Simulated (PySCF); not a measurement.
Gas-phase reaction: C2H4 + 6 CH3SiH2 → 4 (CH3)2SiH2 + 2 SiH

Energies from PySCF, thermal terms from the rigid-rotor harmonic-oscillator model, ideal gas at 1 bar. † marks an energy on the PBE0/def2-TZVP geometry and frequencies; other levels use their own. 6-31G* has spherical d functions here. Open shells (unrestricted): CH3SiH2 (multiplicity 2), SiH (multiplicity 2); the rest are closed-shell singlets. Spin-orbit splitting is ignored; it lowers the true energy and changes the entropy of SiH. CH3SiH2: computed as isolated molecules; such fragments, hydroxides, amides, oligomers or adducts are transient or little studied in the gas.

HF/def2-TZVP† gives ΔH°(298 K) = -357 kJ.

What do r2SCAN/def2-TZVP†, BLYP/def2-TZVP†, HF/6-31G* give?

r2SCAN/def2-TZVP†: -414 kJ; BLYP/def2-TZVP†: -439 kJ; HF/6-31G*: -384 kJ. For scale, ΔH°(298 K) is -357 kJ at this level, -544 kJ at ωB97M-V/def2-TZVP†, and runs from -544 to -357 kJ over the 20 levels computed.
